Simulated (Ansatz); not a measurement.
Two isomers of C3H3NO: A = `NC=C=C=O`, B = `c1cocn1`.

Computed with Ansatz on PBE0-D4/def2-TZVP structures; ΔE is electronic, products minus reactants. CCSD(T)/CBS is the MP2 limit (def2-TZVPP, def2-QZVPP) plus CCSD(T) − MP2 in def2-TZVPP, frozen cores. DFT in def2-TZVPP. B3LYP here is the variant with VWN-RPA as its local correlation; programs differ in this. Each species was taken in one conformer, which may not be the lowest.

A:

```xyz
8

N     0.474   -0.891   -1.178
C     0.270   -0.367    0.036
C    -0.483    0.722    0.269
C    -0.856    1.438    1.268
O    -1.277    2.180    2.064
H     0.048   -0.461   -1.982
H     1.044   -1.706   -1.308
H     0.780   -0.915    0.831
```

B:

Z-matrix (Å, degrees):
```
C
N 1 1.382
C 1 1.348 2 109.0
H 1 1.078 2 122.1 3 -180.0
C 2 1.285 1 104.2 3 0.0
O 3 1.358 1 107.9 2 -0.0
H 3 1.076 1 135.2 2 -180.0
H 5 1.079 2 128.4 1 -180.0
```

(1) Which isomer does CCSD(T)/CBS put lower? Give the gap. (Estimate.)

(2) Give E(B) − E(A) in kcal/mol with CCSD(T)/def2-TZVPP, B3LYP, MP2/def2-TZVPP, ωB97M-V, LDA (SPW92), CCSD(T)/def2-SVP, PBE0-D4. (Best estimate.)

(3) Does the order hold for the free energy at 298.15 K (harmonic terms from PBE0-D4)? (An estimate is asked.)

Largest T1 diagnostic: 0.019.

Answers

(1) The calculation gave: B, by 23.2 kcal/mol.

(2) The calculation gave: CCSD(T)/def2-TZVPP -23.5, B3LYP -13.5, MP2/def2-TZVPP -22.5, ωB97M-V -22.5, LDA (SPW92) -20.5, CCSD(T)/def2-SVP -24.8, PBE0-D4 -20.0. None reverses the order clearly.

(3) Ansatz gave: Yes: G(B) − G(A) = -20.5 kcal/mol, for one conformer each.

From r2SCAN to r2SCAN0 (25 % exact exchange), in def2-TZVPP and without D4, E(B) − E(A) moves by −4.9 kcal/mol. At CCSD(T), def2-SVP lies −1.6 kcal/mol from the extrapolated value and def2-TZVPP −0.3 kcal/mol.
